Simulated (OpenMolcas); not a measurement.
# BSiH5O (SMILES OB[SiH3]) at 6 levels

Wanted: a comparison of 6 runs (HF/STO-3G, PBE/6-31G*, TPSS/aug-cc-pVDZ, BLYP/def2-TZVP, RI-MP2/Ahlrichs_VDZ, CISD/ANO-XS-VDZP) of BSiH5O. 

Program for the calculation: OpenMolcas 26.06.

2 further runs of the same task are left out: 1 that didn't finish, 1 set aside as unsound or not needed.

## Step 1: The molecule

BSiH5O has 8 atoms, charge 0, and is taken as a singlet. As SMILES, `OB[SiH3]`. The shape is that of a GFN2-xTB optimisation. This is one conformer, not always the lowest.

Bond lengths: O1–B2 1.334 Å, B2–Si3 1.972 Å, O1–H4 0.959 Å, B2–H5 1.190 Å, Si3–H6 1.472 Å, Si3–H7 1.472 Å, Si3–H8 1.471 Å. Angles: O1–B2–Si3 116.6°, O1–B2–H5 119.5°, Si3–B2–H5 123.9°, B2–O1–H4 119.1°, B2–Si3–H6 113.5°, B2–Si3–H7 114.1°, B2–Si3–H8 113.9°, H6–Si3–H7 104.7°, H6–Si3–H8 105.0°, H7–Si3–H8 104.6°.

## Step 2: Energy and gradient at HF/STO-3G (run 1)

Input file run.input:

```
&GATEWAY
BasLib
$CurrDir
Coord
8
angstrom
O       -1.542120       0.468240      -0.735970
B       -0.222370       0.600970      -0.597350
Si       0.656630      -0.611600       0.686170
H       -2.007610       1.042480      -1.347500
H        0.352830       1.427390      -1.231120
H        0.187700      -0.440460       2.070560
H        2.117150      -0.448220       0.763910
H        0.457790      -2.038800       0.391300
Basis
STO-3G
Group
NoSym
&SEWARD
&SCF
Thresholds
1e-10 1e-07 1e-07 1e-05
PrOrbitals
1 1
&ALASKA
```

The basis set STO-3G is read from a file made from the Basis Set Exchange's data (not shown).

Started as:

```
$ export MOLCAS_MEM=1860
$ pymolcas run.input > run.log
```

Output:

```text
--- Start Module: gateway ---
[...]
--- Stop Module: gateway /rc=_RC_ALL_IS_WELL_ ---
[...]
      Basis functions           24
[...]
--- Start Module: scf ---
[...]
       Convergence after  11 Iterations
[...]
::    Total SCF energy                               -386.7585391554
[...]
      Total spin, S                                     0.0000000000
[...]
      Total electronic charge=   32.000000
      Total            charge=   -0.000000
[...]
      Dipole Moment (debye):
      Origin of the operator (angstrom)=   -0.1271   -0.0577    0.0250
                   X= -1.0596E+00               Y=  1.3285E+00               Z= -1.4271E+00           Total=  2.2191E+00
      Quadrupole Moment (debye*angstrom):
[...]
--- Stop Module: scf /rc=_RC_ALL_IS_WELL_ ---
--- Start Module: alaska ---
[...]
 *              Molecular gradients               *
 **************************************************
  Irreducible representation: a
 ------------------------------------------------------------------------------------------
                              X                       Y                       Z
 ------------------------------------------------------------------------------------------
  O1               -1.02715849348165E-02    2.64877062301137E-02   -2.58549735725018E-02
  B2                2.88733604941260E-03   -1.35482286061706E-02    1.23780519216599E-02
  SI3              -2.40159076696633E-02    2.59971973459412E-02   -2.89727296773084E-02
  H4                4.77796307065770E-03   -2.25538736328088E-02    2.14299005189367E-02
  H5                5.32343861631568E-03    1.07502440994498E-02   -8.48426029091076E-03
  H6               -4.22910048630154E-03   -9.55708927242171E-04    2.50041164439505E-02
  H7                2.53875053361856E-02   -1.05738401924710E-03    4.95631876198216E-03
  H8                1.40350018220048E-04   -2.51199524900452E-02   -4.56424105810038E-04
[...]
--- Stop Module: alaska /rc=_RC_ALL_IS_WELL_ ---
[...]
```

Wall time 2.4 s (1 thread of Intel Xeon Platinum 8259CL at 2.50GHz (Skylake/Cascade Lake), shared host); peak memory 0.37 GiB.

## Step 3: Energy and gradient at PBE/6-31G(d) (spherical functions) (run 2)

Input file calc.inp:

```
* BH5OSi Kohn-Sham DFT
&GATEWAY
BasLib = $CurrDir
Coord
8
angstrom
O       -1.542120       0.468240      -0.735970
B       -0.222370       0.600970      -0.597350
Si       0.656630      -0.611600       0.686170
H       -2.007610       1.042480      -1.347500
H        0.352830       1.427390      -1.231120
H        0.187700      -0.440460       2.070560
H        2.117150      -0.448220       0.763910
H        0.457790      -2.038800       0.391300
Basis = 6-31Gs
Group = NoSym
&SEWARD
GridInput
Grid=UltraFine
End of Grid
&SCF
KSDFT = PBE
Thresholds = 1e-10 1e-07 1e-07 1e-05
PrOrbitals = 1 1
&ALASKA
```

The basis set 6-31G* is read from a file made from the Basis Set Exchange's data (not shown).

Started as:

```
$ export MOLCAS_MEM=1860
$ pymolcas calc.inp > calc.log
```

Output:

```text
--- Start Module: gateway ---
[...]
--- Stop Module: gateway /rc=_RC_ALL_IS_WELL_ ---
[...]
      Basis functions           56
[...]
--- Start Module: scf ---
[...]
       Convergence after  15 Iterations
[...]
::    Total KS-DFT energy                            -392.2713265635
[...]
      Total spin, S                                     0.0000000000
[...]
      Total electronic charge=   32.000000
      Total            charge=   -0.000000
[...]
      Dipole Moment (debye):
      Origin of the operator (angstrom)=   -0.1271   -0.0577    0.0250
                   X= -1.4637E+00               Y=  1.4485E+00               Z= -1.6074E+00           Total=  2.6124E+00
      Quadrupole Moment (debye*angstrom):
[...]
--- Stop Module: scf /rc=_RC_ALL_IS_WELL_ ---
[...]
--- Start Module: alaska ---
[...]
 *              Molecular gradients               *
 **************************************************
  Irreducible representation: a
 ------------------------------------------------------------------------------------------
                              X                       Y                       Z
 ------------------------------------------------------------------------------------------
  O1                2.25131310376749E-02    2.01072191729761E-02   -1.36215944282929E-02
  B2               -8.62165283265615E-03   -9.90272438393136E-03    7.03096539396197E-03
  SI3              -7.84739685732205E-03    6.03937827369316E-03   -6.83515335592189E-03
  H4                2.58961730079088E-03   -1.36407437377515E-02    1.28582275745117E-02
  H5               -6.86419720877485E-03   -8.11247977083340E-03    6.08014581377003E-03
  H6                6.22937505546883E-03   -3.19734640707092E-03   -1.11314978371619E-02
  H7               -1.19039601237314E-02   -3.24046366879147E-03    1.03780674557280E-03
  H8                3.90508362853895E-03    1.19471605217218E-02    4.58110009356022E-03
[...]
--- Stop Module: alaska /rc=_RC_ALL_IS_WELL_ ---
[...]
```

Wall time 25 s (1 thread of Intel Xeon Platinum 8259CL at 2.50GHz (Skylake/Cascade Lake), shared host); peak memory 0.39 GiB.

Run 3 isn't shown in full; the table further down has it.

## Step 4: Energy and forces at BLYP/def2-TZVP (run 4)

Input file run.inp:

```
* BH5OSi Kohn-Sham DFT
>>> EXPORT MOLCAS_PRINT=2
&GATEWAY
BASLIB = $CurrDir
COORD
8
angstrom
O       -1.542120       0.468240      -0.735970
B       -0.222370       0.600970      -0.597350
Si       0.656630      -0.611600       0.686170
H       -2.007610       1.042480      -1.347500
H        0.352830       1.427390      -1.231120
H        0.187700      -0.440460       2.070560
H        2.117150      -0.448220       0.763910
H        0.457790      -2.038800       0.391300
BASIS = def2-TZVP
GROUP = NoSym
&SEWARD
GRIDINPUT
Grid=UltraFine
End of Grid
&SCF
KSDFT = BLYP
THRESHOLDS = 1e-10 1e-07 1e-07 1e-05
PRORBITALS = 1 1
&ALASKA
```

The basis set def2-TZVP is read from a file made from the Basis Set Exchange's data (not shown).

Started as:

```
$ export MOLCAS_MEM=1860
$ pymolcas run.inp > run.log
```

Output:

```text
--- Start Module: gateway ---
[...]
--- Stop Module: gateway /rc=_RC_ALL_IS_WELL_ ---
[...]
      Basis functions          129
[...]
--- Start Module: scf ---
[...]
       Convergence after  14 Iterations
[...]
::    Total KS-DFT energy                            -392.6035275796
[...]
      Total spin, S                                     0.0000000000
[...]
      Total electronic charge=   32.000000
      Total            charge=   -0.000000
[...]
      Dipole Moment (debye):
      Origin of the operator (angstrom)=   -0.1271   -0.0577    0.0250
                   X= -1.2441E+00               Y=  1.4362E+00               Z= -1.5560E+00           Total=  2.4559E+00
      Quadrupole Moment (debye*angstrom):
[...]
--- Stop Module: scf /rc=_RC_ALL_IS_WELL_ ---
[...]
--- Start Module: alaska ---
[...]
 *              Molecular gradients               *
 **************************************************
  Irreducible representation: a
 ------------------------------------------------------------------------------------------
                              X                       Y                       Z
 ------------------------------------------------------------------------------------------
  O1                2.29910104877131E-02    1.41733094980201E-02   -8.14847905468791E-03
  B2               -1.19691364715440E-02   -9.77933147430132E-03    6.24476228161197E-03
  SI3              -1.11420979951489E-02    9.81613163580874E-03   -1.09792171786807E-02
  H4                3.31498363527327E-03   -1.02528050505142E-02    9.93994848914337E-03
  H5               -4.22013305499402E-03   -5.35494828953942E-03    4.11182546450384E-03
  H6                5.36302107378905E-03   -3.29016676451424E-03   -7.27765045240281E-03
  H7               -8.02622066598335E-03   -3.28553612405982E-03    1.70835150382320E-03
  H8                3.68857299091410E-03    7.97334656910031E-03    4.40045894663965E-03
[...]
--- Stop Module: alaska /rc=_RC_ALL_IS_WELL_ ---
[...]
```

Wall time 91 s (1 thread of Intel Xeon Platinum 8259CL at 2.50GHz (Skylake/Cascade Lake), shared host); peak memory 0.9 GiB.

Run 5 isn't shown in full; the table further down has it.

## Step 5: The energy at CISD/ANO-XS-VDZP (DKH2) (run 6)

Input file coord.xyz:

```xyz
8

O     -1.542120     0.468240    -0.735970
B     -0.222370     0.600970    -0.597350
Si     0.656630    -0.611600     0.686170
H     -2.007610     1.042480    -1.347500
H      0.352830     1.427390    -1.231120
H      0.187700    -0.440460     2.070560
H      2.117150    -0.448220     0.763910
H      0.457790    -2.038800     0.391300
```

Input file mol.inp:

```
&GATEWAY
Coord = coord.xyz
Basis = ANO-XS-VDZP
Group = NoSym
&SEWARD
Relativistic = R02E00
&SCF
Iterations = 55
Core
PrOrbitals = 0
&MOTRA
Frozen = 7
&GUGA
Electrons = 18
Spin = 1
Inactive = 9
Active = 0
CIAll = 1
&CPF
SDCI
```

Started as:

```
$ export MOLCAS_MEM=1860
$ pymolcas mol.inp > mol.log
```

Output:

```text
--- Start Module: gateway ---
[...]
--- Stop Module: gateway /rc=_RC_ALL_IS_WELL_ ---
[...]
      Basis functions           71
[...]
       Convergence after  14 Iterations
[...]
::    Total SCF energy                               -392.0498019292
[...]
      Total spin, S                                     0.0000000000
[...]
      *** WARNING: Default frozen orbitals is overwritten by user input.
      *** Default values:   4
[...]
--- Start Module: guga ---
[...]
--- Stop Module: guga /rc=_RC_ALL_IS_WELL_ ---
--- Start Module: cpf ---
[...]
      Active orbitals                            0       0
[...]
      Spin quantum number                      0.0
[...]
     FINAL CI ENERGY          -392.41236521
     FINAL CORRELATION ENERGY   -0.36256328  REFERENCE ENERGY    -392.04980193
[...]
     REL. CI ENERGY           -392.41236521
[...]
      Total electronic charge=   32.000000
      Total            charge=    0.000000
[...]
      Dipole Moment (debye):
      Origin of the operator (angstrom)=   -0.1271   -0.0577    0.0250
                   X= -1.2851E+00               Y=  1.5818E+00               Z= -1.7001E+00           Total=  2.6541E+00
      Quadrupole Moment (debye*angstrom):
[...]
--- Stop Module: cpf /rc=_RC_ALL_IS_WELL_ ---
[...]
```

It took 11 s on 1 thread of Intel Xeon Platinum 8259CL at 2.50GHz (Skylake/Cascade Lake), shared host; peak memory 0.42 GiB.

## Step 6: Overview of the runs

```tsv
run	level	integration grid	integral approximation	energy (Eh)	dipole moment (D) of the reference	HOMO energy (eV)	LUMO energy (eV)	wall time
1	HF/STO-3G	–	none	-386.758539	2.22	-9.01	7.80	2.4 s
2	PBE/6-31G* (spherical functions)	UltraFine	none	-392.271327	2.61	-6.48	-1.78	25 s
3	TPSS/aug-cc-pVDZ	UltraFine	none	-392.645686	2.34	-6.90	-1.99	1.8 min
4	BLYP/def2-TZVP	UltraFine	none	-392.603528	2.46	-6.63	-2.03	91 s
5	RI-MP2/Ahlrichs_VDZ (RICD fitting)	–	RICD aCD	-391.375510	2.83	-11.23	2.47	3 s
6	CISD/ANO-XS-VDZP (DKH2)	–	none	-392.412365	2.66	-11.08	2.63	11 s
```

## Step 7: Summary of results

| quantity | value |
| --- | --- |
| run 6: total energy | -392.41237 Eh |
| run 6: dipole moment (mean-field density) | 2.66 D |
| run 6: HOMO energy (Hartree–Fock orbitals) | -11.08 eV |
| run 6: LUMO energy (Hartree–Fock orbitals) | 2.63 eV |
| run 6: HOMO–LUMO gap (Hartree–Fock orbitals) | 13.72 eV |
| run 6: correlation energy (7 core orbitals frozen) | -362.6 mEh |

What this shows: Over runs 1, 2, 3, 4 the dipole moment (its size) runs from 2.22 D (HF/STO-3G) to 2.61 D (PBE/6-31G*). The two ends differ in method and basis. Over runs 1, 2, 3, 4 the HOMO–LUMO gap runs from 4.59 eV (BLYP/def2-TZVP) to 16.82 eV (HF/STO-3G). Totals of different functionals can't be ranked against each other. Some runs of one species differ in core potentials or relativity; totals across that change don't compare. In run 1 the basis is minimal, so the values are rough. All runs together took 4 min, the longest 1.8 min.
